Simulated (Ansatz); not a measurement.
Two shapes of doublet CH₃O.

Shape 1:

```xyz
5

C     0.0811   -0.0141   -0.6705
O     0.0237   -0.0937    0.6556
H    -0.0319    0.8123    1.0183
H     0.0846   -1.0133   -1.1106
H    -0.4309    0.8418   -1.2370
```

Shape 2:

```xyz
5

C     0.0420   -0.0433   -0.7312
O     0.0237   -0.0517    0.7296
H    -0.0405    0.9259    1.0771
H     0.0454   -1.1182   -1.2151
H    -0.4466    0.8651   -1.3110
```

Basis set: def2-TZVP (spherical functions). Correlated methods keep 2 orbitals frozen. Charge 0, multiplicity 2.

Computed with Ansatz (development build ahead of 0.2.0); each method stands on the lowest determinant of its kind that the runs found.

Which shape is lower in energy, and by how much in each method?

```csv
method,E(2) − E(1) (eV)
UHF,0.677
UHF-MP2,0.505
```

Shape 1 is lower.
